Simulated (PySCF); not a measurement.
hydrogen chloride (ClH), SMILES Cl. Geometry: PBE-D3(BJ)/def2-TZVPD.

Method: PySCF with PBE-D3(BJ)/def2-TZVPD.

Harmonic wavenumbers (cm⁻¹): 2894. Rotational constants (GHz): 309.9 (linear); symmetry number 1.

Q: Work out the zero-point energy and the ideal-gas rigid-rotor harmonic-oscillator thermochemistry at 298.15 K and 1 atm.

A: ZPE = ½ Σ hcν = ½ × 2894 cm⁻¹ = 4.14 kcal/mol. H − E(el) = 6.21 kcal/mol. Entropy in cal/(mol K): translation 36.71, rotation 7.95, vibration 0.00, total 44.66. G − E(el) = -7.10 kcal/mol. Cp = 6.96 cal/(mol K).
